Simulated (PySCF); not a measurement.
**A diatomic session: NaH−**

One job finds the state of NaH−, follows it along the bond with each method and fits the curves.

The runs use PySCF 2.14.0; Na aug-pcseg-1, H aug-pcseg-1, no relativity.

3 further runs of the same task are left out: 3 set aside as unsound or not needed.

## Step 1: Set-up

The job is set up so:

- atoms: Na, H
- charge: -1
- basis: Na aug-pcseg-1, H aug-pcseg-1
- Hamiltonian: no relativity
- basis functions: 23
- electrons treated: 13
- masses in u: 22.9898, 1.0078
- levels: PBE0, PBE, r²SCAN, M06, revPBE, M06-2X, ωB97X, MP2, SCS-MP2, CCSD, CCSD(T)
- grid: 80 radial by 434 angular points
- occupations: held fixed by the projection of orbital angular momentum
- dissociation limit: Na + H−, each in its ground configuration
- starting distance in angstrom: 1.995
- values of 2S to try: 1, 3

Started as:

```
OMP_NUM_THREADS=1 python dia.py task.json out
```

Further steps of the session: PBE0 along the bond; PBE (GGA); r²SCAN; M06 (hybrid meta-GGA); revPBE (GGA); M06-2X (hybrid meta-GGA); ωB97X (range-separated hybrid); MP2 and coupled cluster.

Before running it: what results should come out? Wanted: for each run, Re; ωe; De; μ.

As calculated:

Lowest PBE0 solution found, without spin–orbit coupling: ²Σ⁺ (doublet), unpaired electrons σ ↑.

| level | Re (Å) | ωe (cm⁻¹) | De (eV) | μ (D) |
| --- | --- | --- | --- | --- |
| UHF-MP2 | 2.054 | 881 | 1.53 | n/a |
| UHF-SCS-MP2 | 2.055 | 876 | 1.52 | n/a |
| UHF-CCSD | 2.070 | 842 | 1.47 | n/a |
| UHF-CCSD(T) | 2.070 | 841 | 1.47 | n/a |
| PBE | 2.027 | 879 | 1.55 | 1.91 |
| revPBE | 2.045 | 862 | 1.52 | 2.02 |
| r²SCAN | 2.034 | 884 | 1.57 | 1.49 |
| PBE0 | 2.019 | 906 | 1.58 | 1.91 |
| M06 | 2.015 | 906 | 1.63 | 2.35 |
| M06-2X | 2.007 | 912 | 1.59 | 0.94 |
| ωB97X | 2.011 | 923 | 1.60 | 2.56 |

De is counted to Na + H− in their ground configurations. A positive dipole points from Na to H; in an ion it is taken about the centre of mass and does not tell which atom is negative.

Differences from CCSD(T) in the same basis:

| level | Re (mÅ) | ωe (%) |
| --- | --- | --- |
| UHF-MP2 | -16 | +4.7 |
| UHF-SCS-MP2 | -15 | +4.2 |
| UHF-CCSD | -1 | +0.2 |
| PBE | -44 | +4.6 |
| revPBE | -25 | +2.6 |
| r²SCAN | -36 | +5.2 |
| PBE0 | -51 | +7.7 |
| M06 | -55 | +7.8 |
| M06-2X | -63 | +8.4 |
| ωB97X | -59 | +9.8 |

What this shows: Against CCSD(T) in the same basis, the bond length is nearest at UHF-CCSD (-1 mÅ) and farthest at M06-2X (-63 mÅ); the wavenumber is nearest at UHF-CCSD (+0.2 %) and farthest at ωB97X (+9.8 %). CCSD(T) in a basis this small is itself some way from its limit, more so than the functionals. Among the levels with a De in the table, it runs from 1.47 eV (UHF-CCSD) to 1.63 eV (M06).

Correlated steps freeze 1 core orbital. With some functionals the highest level of the anion is positive, from self-interaction error or because the anion is truly unbound there; the finite basis then holds the extra electron, and no neutral molecule was run to test the binding.
